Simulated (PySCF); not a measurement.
# PySCF run on BCl

Input:

```python
from pyscf import gto, dft

mol = gto.M(
    atom='B 0 0 0; Cl 0 0 1.446',
    basis='3-21g',
    charge=0,
    spin=0,
    verbose=4,
)
mf = dft.UKS(mol, xc='mn15')
mf.kernel()
mf.stability(internal=True, external=True)
mf.dip_moment()
print('orbital energies (hartree):', [e[max(0, n-3):n+3].round(4) for e, n in zip(mf.mo_energy, mol.nelec)])
```

```bash
$ OMP_NUM_THREADS=1 python input.py
```

Output (some set-up lines and the per-cycle HOMO/LUMO lines with their warnings removed):

```
PySCF version 2.14.0

[INPUT] Symbol           X                Y                Z      unit          X                Y                Z       unit  Magmom
[INPUT]  1 B      0.000000000000   0.000000000000   0.000000000000 AA    0.000000000000   0.000000000000   0.000000000000 Bohr   0.0
[INPUT]  2 Cl     0.000000000000   0.000000000000   1.446000000000 AA    0.000000000000   0.000000000000   2.732543976121 Bohr   0.0

nuclear repulsion = 31.1065442103734
number of shells = 12
number of NR pGTOs = 42
number of NR cGTOs = 22
basis = 3-21g
ecp = {}

******** <class 'pyscf.dft.uks.UKS'> ********
method = UKS
initial guess = minao
damping factor = 0
level_shift factor = 0
DIIS = <class 'pyscf.scf.diis.CDIIS'>
SCF conv_tol = 1e-09
SCF max_cycles = 50
number electrons alpha = 11  beta = 11
XC functionals = mn15

grids dens level: 3
tot grids = 32928
init E= -482.303739763937
cycle= 1 E= -482.132553708067  delta_E= 0.171  |g|= 0.102  |ddm|= 1.28
cycle= 2 E= -482.136947682629  delta_E= -0.00439  |g|= 0.0809  |ddm|= 0.448
cycle= 3 E= -482.140576967172  delta_E= -0.00363  |g|= 0.0143  |ddm|= 0.143
cycle= 4 E= -482.140694945758  delta_E= -0.000118  |g|= 0.00123  |ddm|= 0.0192
cycle= 5 E= -482.14069608877  delta_E= -1.14e-06  |g|= 0.000333  |ddm|= 0.00317
cycle= 6 E= -482.140696175026  delta_E= -8.63e-08  |g|= 1.52e-05  |ddm|= 0.0011
cycle= 7 E= -482.140696175353  delta_E= -3.27e-10  |g|= 1.86e-06  |ddm|= 0.000123
Extra cycle  E= -482.140696175359  delta_E= -6.03e-12  |g|= 9.29e-07  |ddm|= 1.9e-05
converged SCF energy = -482.140696175359  <S^2> = 4.8352433e-12  2S+1 = 1
uhf_internal: lowest eigs of H = [0.16816419 0.16816724 0.51060216]
<class 'pyscf.dft.uks.UKS'> wavefunction is stable in the internal stability analysis
uhf_real2complex: lowest eigs of H = [0.10846534 0.10846563 0.10846584]
<class 'pyscf.dft.uks.UKS'> wavefunction is stable in the real -> complex stability analysis
uhf_external: lowest eigs of H = [0.01387227 0.01387236 0.10846594]
Dipole moment(X, Y, Z, Debye): -0.00000, -0.00000,  2.19784
orbital energies (hartree): [array([-0.4848, -0.4848, -0.2585,  0.0017,  0.0017,  0.2262]), array([-0.4848, -0.4848, -0.2585,  0.0017,  0.0017,  0.2262])]
```

In short: E(SCF) = -482.140696 Eh, 7 cycles, μz(SCF) = 2.20 D, internal stable; real -> complex stable.

Hardware: Arm Neoverse V1, 1 thread, shared host. Wall time 6.6 s, peak memory 0.24 GiB.

The basis is very small, so the numbers show the basis as much as the system. The bond length is a typed value, not an optimised one. No search for the lowest solution was made.
